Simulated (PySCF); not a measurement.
# Si(OH)₂: relaxation and vibrations of the singlet

Where does singlet Si(OH)₂ go from a linear start, is the end point a minimum, and what are its modes, charges and moments?

Computed with PySCF 2.14.0. Level: PBE0, basis Si def2-TZVP, O def2-TZVP, H def2-TZVP, no relativity, density fitting.

### Step 1. Starting geometry

5 atoms, charge 0, spin multiplicity 1.

Bond lengths: Si1–O2 1.790 Å, Si1–O3 1.790 Å, O2–H4 0.960 Å, O3–H5 0.960 Å. Angles: O2–Si1–O3 180.0°, Si1–O2–H4 130.0°, Si1–O3–H5 130.0°.

Coordinates in bohr (charge 0 multiplicity 1):
```
Si    0.0000    0.0000    0.0000
O     0.0000    0.0000    3.3826
O     0.0000    0.0000   -3.3826
H    -1.3897    0.0000    4.5488
H     1.3897    0.0000   -4.5488
```

### Step 2. First SCF at the start

The steps below are one call of a driver around PySCF. For each, scf.py gives the equivalent set-up of the SCF; relaxations use the driver's own optimiser. After this first run the driver tries any further starts and a stability analysis.

Contents of scf.py:

```python
from pyscf import gto, scf, dft
mol = gto.M(atom='''
Si     0.000000     0.000000     0.000000
O      0.000000     0.000000     1.790000
O      0.000000     0.000000    -1.790000
H     -0.735400     0.000000     2.407100
H      0.735400     0.000000    -2.407100''',
    basis={'Si': 'def2-TZVP', 'O': 'def2-TZVP', 'H': 'def2-TZVP'},
    charge=0, spin=0)
mf = dft.RKS(mol, xc='PBE0')
mf.grids.atom_grid = (50, 194)
aux = {'Si': 'def2-universal-JKFIT', 'O': 'def2-universal-JKFIT', 'H': 'def2-universal-JKFIT'}
mf = mf.density_fit(auxbasis=aux)
mf.conv_tol = 1e-08
mf.diis_space = 10
mf.max_cycle = 60
mf.init_guess = 'minao'
mf.verbose = 4
mf.kernel()
```

On the command line:

```bash
$ OMP_NUM_THREADS=2 python axn.py task.json out
```

What it wrote:

```text
init E= -440.900235785504
  HOMO = -0.249275116193957  LUMO = -0.10408145561436  gap/eV = 3.95092
cycle= 1 E= -440.670035132112  delta_E= 0.23  |g|= 1.12  |ddm|=    2
  HOMO = -0.113062824554267  LUMO = -0.047986522371995  gap/eV = 1.77082
cycle= 2 E= -439.597441609141  delta_E= 1.07  |g|= 2.47  |ddm|= 2.32
  HOMO = -0.219675884482044  LUMO = -0.0679585852488999  gap/eV = 4.12844
cycle= 3 E= -440.899703381634  delta_E= -1.3  |g|= 0.152  |ddm|= 1.71
  HOMO = -0.23930106975935  LUMO = -0.0904579757967724  gap/eV = 4.05023
cycle= 4 E= -440.906130436252  delta_E= -0.00643  |g|= 0.048  |ddm|= 0.366
  HOMO = -0.230588381402285  LUMO = -0.0809163194218731  gap/eV = 4.07278
cycle= 5 E= -440.906696313127  delta_E= -0.000566  |g|= 0.00732  |ddm|= 0.0817
  HOMO = -0.230902623763939  LUMO = -0.0808104708517501  gap/eV = 4.08422
cycle= 6 E= -440.90670494088  delta_E= -8.63e-06  |g|= 0.00116  |ddm|= 0.0056
  HOMO = -0.230921210349351  LUMO = -0.0807566374883661  gap/eV = 4.08619
cycle= 7 E= -440.906705201235  delta_E= -2.6e-07  |g|= 8.38e-05  |ddm|= 0.00128
  HOMO = -0.230931473348988  LUMO = -0.0807673504259997  gap/eV = 4.08617
cycle= 8 E= -440.906705204739  delta_E= -3.5e-09  |g|= 1.65e-05  |ddm|= 0.000288
  HOMO = -0.230927232721299  LUMO = -0.0807644029090737  gap/eV = 4.08614
Extra cycle  E= -440.906705204816  delta_E= -7.73e-11  |g|= 2.02e-05  |ddm|= 3.83e-05
converged SCF energy = -440.906705204816
```

This step, with its further starts and checks, ran for 14 s (2 threads of Arm Neoverse N1, shared host).

The starts that the driver tried:

```
                      start  energy (Eh)
    the minimal-basis guess  -440.906705
a thermally smeared density  -440.906705
      a smeared PBE density  -440.906705
```

The test of internal stability and the other starts found no lower closed-shell solution.

### Step 3. Linear start, singlet: relaxation

The program finds C2h symmetry in the start, which this walk keeps. Threshold on the gradient: 0.0003 Eh/bohr, with a further test on the energy change.

Changes to scf.py since step 2:

```diff
@@ -4 +4 @@
-O      0.000000     0.000000     1.790000
+O     -0.000000     0.000000     1.790000
@@ -17 +16,0 @@
-mf.init_guess = 'minao'
```

The optimiser's trace:

```csv
step,energy (Eh),change (kJ/mol),largest symmetric gradient (Eh/bohr)
0,-440.906705,0.00,0.04110
1,-440.915004,-21.79,0.01348
2,-440.916482,-25.67,0.00776
3,-440.916933,-26.85,0.00439
4,-440.917794,-29.11,0.00516
5,-440.918496,-30.96,0.01203
6,-440.919204,-32.82,0.00422
7,-440.920021,-34.96,0.00790
8,-440.920328,-35.77,0.00220
9,-440.920433,-36.04,0.00829
10,-440.920532,-36.30,0.00156
11,-440.920565,-36.39,0.00048
12,-440.920573,-36.41,0.00044
13,-440.920574,-36.41,0.00007
```

The walk took 27 s.

Positions (Å) and forces (eV/Å) along the way:

```
step 0
Si   0.000   0.000   0.000   0.000   0.000   0.000
O    0.000   0.000   1.790   0.056   0.000  -2.114
O    0.000   0.000  -1.790  -0.056   0.000   2.114
H   -0.735   0.000   2.407  -0.121   0.000   0.261
H    0.735   0.000  -2.407   0.121   0.000  -0.261
step 1
Si   0.000   0.000   0.000   0.000   0.000   0.000
O   -0.007   0.000   1.710  -0.309   0.000  -0.693
O    0.007   0.000  -1.710   0.309   0.000   0.693
H   -0.719   0.000   2.368   0.235   0.000  -0.031
H    0.719   0.000  -2.368  -0.235   0.000   0.031
step 7
Si   0.000   0.000   0.000   0.000   0.000   0.000
O   -0.247   0.000   1.652  -0.220   0.000   0.298
O    0.247   0.000  -1.652   0.220   0.000  -0.298
H   -0.605   0.000   2.557   0.210   0.000  -0.406
H    0.605   0.000  -2.557  -0.210   0.000   0.406
step 13
Si   0.000   0.000   0.000   0.000   0.000   0.000
O   -0.344   0.000   1.629   0.000   0.000  -0.004
O    0.344   0.000  -1.629   0.000   0.000   0.004
H   -0.544   0.000   2.573   0.000   0.000   0.002
H    0.544   0.000  -2.573   0.000   0.000  -0.002
```

End point (D∞h, 13 steps, 36.4 kJ/mol gained): O–H 0.965 Å (×2), Si–O 1.665 Å (×2); H–O–Si 180.0° (×2), O–Si–O 180.0°.

### Step 4. Hessian and properties

The point is checked on the finer grid, and tightened if its gradient asks for it. The Hessian and the dipole derivatives come from central differences of analytic gradients, with steps of 0.02 bohr.

Changes to scf.py since step 3:

```diff
@@ -4,4 +4,4 @@
-O     -0.000000     0.000000     1.790000
-O      0.000000     0.000000    -1.790000
-H     -0.735400     0.000000     2.407100
-H      0.735400     0.000000    -2.407100''',
+O     -0.344468    -0.000000     1.628972
+O      0.344468     0.000000    -1.628972
+H     -0.544075     0.000000     2.572902
+H      0.544075    -0.000000    -2.572902''',
@@ -11 +11 @@
-mf.grids.atom_grid = (50, 194)
+mf.grids.atom_grid = (75, 302)
@@ -14 +14 @@
-mf.conv_tol = 1e-08
+mf.conv_tol = 1e-10
```

The driver hands on the density of the step before, so the log starts near convergence.

Log of the central SCF (cycles and frontier levels):

```text
init E= -440.920588505034
  HOMO = -0.222693699577682  LUMO = -0.0303844565055553  gap/eV = 5.23300
cycle= 1 E= -440.920588505032  delta_E= 2.73e-12  |g|= 3.61e-06  |ddm|= 6.07e-06
  HOMO = -0.222693358036985  LUMO = -0.0303841512574123  gap/eV = 5.23300
Extra cycle  E= -440.920588505029  delta_E= 2.84e-12  |g|= 6.31e-06  |ddm|= 6.77e-06
converged SCF energy = -440.920588505029
```

The whole step took 36 s.

Geometry: D∞h; O–H 0.965 Å (×2), Si–O 1.665 Å (×2); H–O–Si 180.0° (×2), O–Si–O 180.0°.

Modes, for the most abundant isotopes:

```
symmetry  ω (cm⁻¹)  IR (km/mol)
      πu      340i          327
      πg       259          0.0
      πu       292          707
     σg+       604          0.0
     σu+       817          619
     σu+      3761          1.4
     σg+      3772          0.0
```

2 modes are imaginary, the largest at 340i cm⁻¹: a saddle point, not a minimum.

Constants and moments:

```
Dipole moment                                                   : 0.00 D
Highest occupied level                                          : -6.06 eV
Lowest empty level                                              : -0.83 eV
Rotational constants                                            : 0.1643 cm⁻¹
Zero-point energy (real modes)                                  : 60.1 kJ/mol
Principal polarisabilities                                      : 35.0, 35.0, 62.6 bohr³
Atomisation energy without zero-point energy                    : 1659 kJ/mol
Principal traceless quadrupole moments about the centre of mass : -5.04, -5.04, 10.09 D Å
```

Charges (e) and bond orders:

```
atom  Mulliken  Löwdin  polar tensor  Mayer order to Si1
 Si1      0.30    0.11          0.91                   –
O2,3     -0.44   -0.17         -0.77                0.97
H4,5      0.29    0.12          0.31                0.13
```

Outer orbital energies (eV). occupied: -27.59, -16.68, -15.50, -10.05, -10.05, -9.51, -9.51, -6.06; empty: -0.83, -0.83, 1.13, 1.86.

Mulliken populations on Si1: s 6.15, p 7.04, d 0.44, f 0.07.

### Step 5. Leaving the saddle point

The start is the last point, displaced along its most imaginary mode.

The program finds C2v symmetry in the start, which this walk keeps.

Changes to scf.py since step 4:

```diff
@@ -3,5 +3,5 @@
-Si     0.000000     0.000000     0.000000
-O     -0.344468    -0.000000     1.628972
-O      0.344468     0.000000    -1.628972
-H     -0.544075     0.000000     2.572902
-H      0.544075    -0.000000    -2.572902''',
+Si     0.006627    -0.031977     0.001401
+O     -0.348731     0.020569     1.628071
+O      0.340206     0.020569    -1.629874
+H     -0.568403     0.117395     2.567757
+H      0.519747     0.117395    -2.578046''',
@@ -11 +11 @@
-mf.grids.atom_grid = (75, 302)
+mf.grids.atom_grid = (50, 194)
@@ -14 +14 @@
-mf.conv_tol = 1e-10
+mf.conv_tol = 1e-08
```

Energy and gradient, step by step (not every step is listed):

```
step  energy (Eh)  change (kJ/mol)  largest symmetric gradient (Eh/bohr)
   0  -440.921102             0.00                               0.00739
   1  -440.922358            -3.30                               0.01214
   2  -440.925575           -11.74                               0.01832
   3  -440.932156           -29.02                               0.02224
   4  -440.941361           -53.19                               0.02092
   5  -440.950996           -78.49                               0.03549
   6  -440.950574           -77.38                               0.04037
   7  -440.956681           -93.41                               0.02519
   8  -440.963099          -110.26                               0.02055
   9  -440.970192          -128.89                               0.01814
  10  -440.977039          -146.86                               0.01206
  12  -440.979977          -154.58                               0.00385
  14  -440.980169          -155.08                               0.00439
  16  -440.980894          -156.98                               0.00718
  18  -440.984095          -165.39                               0.01503
  20  -440.989853          -180.51                               0.05240
  22  -440.991297          -184.30                               0.02876
  24  -440.996241          -197.28                               0.00808
  26  -441.000595          -208.71                               0.02430
  27  -441.001445          -210.94                               0.00783
  28  -441.001710          -211.64                               0.00244
  29  -441.001791          -211.85                               0.00116
  30  -441.001794          -211.86                               0.00011
  31  -441.001794          -211.86                               0.00004
```

The walk took 68 s.

Geometry (Å) and forces (eV/Å) at some steps:

```
step 0
Si   0.007  -0.032   0.001   0.078  -0.380   0.017
O   -0.349   0.021   1.628  -0.078   0.165   0.203
O    0.340   0.021  -1.630   0.011   0.165  -0.217
H   -0.568   0.117   2.568   0.047   0.025  -0.247
H    0.520   0.117  -2.578  -0.057   0.025   0.245
step 1
Si   0.018  -0.087   0.004   0.129  -0.625   0.027
O   -0.347   0.017   1.626  -0.034   0.216  -0.057
O    0.340   0.017  -1.627  -0.055   0.216   0.039
H   -0.572   0.149   2.555  -0.014   0.096  -0.032
H    0.511   0.149  -2.568  -0.026   0.096   0.024
step 16
Si   0.183  -0.884   0.039   0.079  -0.369   0.018
O   -0.282   0.104   1.229   0.002   0.253  -0.275
O    0.239   0.104  -1.238  -0.109   0.250   0.251
H   -0.536   0.460   2.066  -0.053  -0.067   0.322
H    0.346   0.460  -2.106   0.081  -0.067  -0.316
step 31
Si   0.135  -0.650   0.028   0.002   0.001   0.001
O   -0.342   0.414   1.195  -0.001   0.001  -0.003
O    0.171   0.414  -1.231  -0.002   0.001   0.001
H   -0.445   0.033   2.070   0.000  -0.001   0.003
H    0.431   0.033  -2.072   0.001  -0.001  -0.002
```

After 31 steps and 211.9 kJ/mol it ends at C2v: O–H 0.960 Å (×2), Si–O 1.649 Å (×2); H–O–Si 114.7° (×2), O–Si–O 97.5°.

### Step 6. Vibrations and properties at this point

As before: finer grid, then central differences.

Changes to scf.py since step 5:

```diff
@@ -3,5 +3,5 @@
-Si     0.006627    -0.031977     0.001401
-O     -0.348731     0.020569     1.628071
-O      0.340206     0.020569    -1.629874
-H     -0.568403     0.117395     2.567757
-H      0.519747     0.117395    -2.578046''',
+Si     0.118429    -0.571486     0.025043
+O     -0.358607     0.492804     1.191303
+O      0.154361     0.492804    -1.234494
+H     -0.460927     0.110987     2.066071
+H      0.414928     0.110987    -2.075798''',
@@ -11 +11 @@
-mf.grids.atom_grid = (50, 194)
+mf.grids.atom_grid = (75, 302)
@@ -14 +14 @@
-mf.conv_tol = 1e-08
+mf.conv_tol = 1e-10
```

Log of the central SCF (cycles and frontier levels):

```text
init E= -441.001782605237
  HOMO = -0.252544305878203  LUMO = -0.0405553935900684  gap/eV = 5.76851
cycle= 1 E= -441.001782605236  delta_E= 1.36e-12  |g|= 1.74e-06  |ddm|= 1.71e-06
  HOMO = -0.252544364025546  LUMO = -0.0405554701638238  gap/eV = 5.76851
Extra cycle  E= -441.001782605236  delta_E= 1.14e-13  |g|= 3e-06  |ddm|= 2.34e-06
converged SCF energy = -441.001782605236
```

The whole step ran for 47 s (2 threads of Arm Neoverse N1, shared host).

Geometry: C2v; O–H 0.960 Å (×2), Si–O 1.649 Å (×2); H–O–Si 114.7° (×2), O–Si–O 97.5°.

Harmonic modes (main isotopes):

```tsv
symmetry	ω (cm⁻¹)	IR (km/mol)
a1	345	0.1
a2	423	0.0
b1	496	177
b2	768	267
a1	823	26.5
a1	886	259
b2	895	73.1
a1	3906	0.5
b2	3907	231
```

No imaginary mode, so this is a minimum.

Constants and moments:

```yaml
Dipole_moment: 1.40 D
Highest_occupied_level: -6.87 eV
Lowest_empty_level: -1.10 eV
Rotational_constants: 0.9529, 0.2897, 0.2221 cm⁻¹
Zero-point_energy: 74.5 kJ/mol
Principal_polarisabilities: 31.6, 32.9, 43.0 bohr³
Atomisation_energy_without_zero-point_energy: 1872 kJ/mol
Principal_traceless_quadrupole_moments_about_the_centre_of_mass: -9.28, -1.54, 10.81 D Å
Entropy_at_298.15_K_and_1_bar: 264.4 J/(mol K)
Heat_capacity_Cp_at_298.15_K: 60.9 J/(mol K)
Enthalpy_at_298.15_K_above_0_K: 12.95 kJ/mol
Rotational_symmetry_number: 2
```

Populations by atom (charges in e):

```tsv
atom	Mulliken	Löwdin	polar tensor	Mayer order to Si1
Si1	0.27	-0.05	0.84	–
O2,3	-0.45	-0.13	-0.73	1.17
H4,5	0.32	0.15	0.31	0.04
```

Outer orbital energies (eV). occupied: -28.00, -16.22, -13.64, -12.00, -10.85, -10.62, -9.53, -6.87; empty: -1.10, 0.38, 1.09, 2.40.

Mulliken populations on Si1: s 5.89, p 7.38, d 0.38, f 0.08.

### Step 7. Stability of the closed shell

At the lowest minimum the closed shell is tested against spin polarisation, on the (50, 194) grid. It is stable.

### Step 8. All stationary points

| spin | group | bonds | imaginary modes (cm⁻¹) | ΔE (kJ/mol) | with zero-point energy |
| --- | --- | --- | --- | --- | --- |
| singlet | C2v | O–H 0.960 Å (×2), Si–O 1.649 Å (×2) | none | 0.0 | 0.0 |
| singlet | D∞h | O–H 0.965 Å (×2), Si–O 1.665 Å (×2) | 340i, 340i | 213.2 | – |

### Step 9. Outcome

| quantity | value |
| --- | --- |
| minimum | singlet, C2v |
| geometry | O–H 0.960 Å (×2), Si–O 1.649 Å (×2); H–O–Si 114.7° (×2), O–Si–O 97.5° |
| wavenumbers (cm⁻¹) | 345 (a1), 423 (a2), 496 (b1), 768 (b2), 823 (a1), 886 (a1), 895 (b2), 3906 (a1), 3907 (b2) |
| dipole moment | 1.40 D |
| highest occupied, lowest empty level | -6.87, -1.10 eV |
| polar-tensor charge of Si1 | +0.84 e |
| zero-point energy | 74.5 kJ/mol |
| entropy at 298.15 K | 264.4 J/(mol K) |
| atomisation energy (no zero-point energy) | 1872 kJ/mol |

The linear start (C2h) ends in a minimum of C2v symmetry, after a stop at a second-order saddle point 213.2 kJ/mol higher, from which it was pushed off along an imaginary mode. The strongest infrared band lies at 768 cm⁻¹ (b2). Only this shape and spin were tried, so other structures or states may lie lower.

The search up to here took 3.3 min.
